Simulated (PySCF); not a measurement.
Species: C5H11P.
Atom-mapped SMILES: `[CH3:1][CH2:2][P:3]1[CH2:4][CH2:5][CH2:6]1` (hydrogens: H7, H8, H9 on C1; H10, H11 on C2; H12, H13 on C4; H14, H15 on C5; H16, H17 on C6)

A linear-response calculation (PySCF, def2-SVPD basis, gas phase, vertical, core orbitals frozen in the response) gave these numbers; the functional is withheld.

Orbital energies (eV): HOMO-3 -11.57, HOMO-2 -10.29, HOMO-1 -10.14, HOMO -8.10, LUMO 2.13, LUMO+1 2.43, LUMO+2 2.67.

```
state  E (eV)       f  main configurations (H = HOMO, L = LUMO)
   S1    5.75   0.052                                 H→L (86%)
   S2    6.43   0.078                  H→L+2 (72%), H→L+4 (12%)
   S3    6.70   0.018                               H→L+1 (80%)
   S4    7.07   0.084                   H→L+3 (78%), H→L+1 (8%)
   S5    7.52   0.012     H→L+4 (32%), H→L+5 (25%), H→L+2 (15%)
   S6    7.63  0.0053                  H-1→L (59%), H→L+5 (12%)
```

Triplets, Tamm–Dancoff:

```json
{"state": "T1", "E (eV)": "4.73", "λ (nm)": "262.2", "main configurations (H = HOMO, L = LUMO)": "H→L (75%)"}
{"state": "T2", "E (eV)": "5.52", "λ (nm)": "224.7", "main configurations (H = HOMO, L = LUMO)": "H→L+2 (56%), H→L+4 (16%), H→L+5 (11%)"}
{"state": "T3", "E (eV)": "6.62", "λ (nm)": "187.2", "main configurations (H = HOMO, L = LUMO)": "H→L+1 (75%)"}
{"state": "T4", "E (eV)": "6.97", "λ (nm)": "177.8", "main configurations (H = HOMO, L = LUMO)": "H→L+3 (73%), H→L+1 (10%)"}
```

Vertical ionisation energy by ΔSCF with the same functional: 8.30 eV. Mean static polarisability: 84.4 au.

Question: Name the functional.
A. HF
B. PBE0
C. PBE
D. wB97X-D

Answer: D. wB97X-D is range-separated, 22% exact exchange at short range and 100% at long range (ω = 0.2 bohr⁻¹). In this run −ε(HOMO) = 8.10 eV differs from the ΔSCF value by -0.20 eV, and S1 differs from the orbital gap of 10.23 eV by -4.48 eV. The ratio −ε(HOMO)/IP is 0.98. Small neutral molecules mostly give 0.89 to 0.99 with wB97X-D, 0.5 to 0.7 with PBE, 0.7 to 0.83 with PBE0; Hartree–Fock can't fall below 1, since the ion's relaxation only lowers the ΔSCF value. The other options: PBE, a GGA without exact exchange; HF, time-dependent Hartree–Fock, 100% exact exchange; PBE0, a global hybrid with 25% exact exchange.

Method used: TDDFT wB97X-D/def2-SVPD, vertical, gas phase, core orbitals frozen in the response (PySCF). The structure is a single PBE0-D3(BJ)/def2-SVP conformer in the gas phase; no vibrational or solvent corrections.

Time: 64 s of wall time; peak memory 0.93 GiB. Hardware: one thread, Arm Neoverse V2 (aarch64), no GPU, on a shared host.

Conformer computed: `[CH3:1][CH2:2][P:3]1[CH2:4][CH2:5][CH2:6]1`: C1–C2–P3–C4 161°.

Without π bonds the low states are Rydberg-like; a valence basis with one diffuse set may place them up to an eV too high.
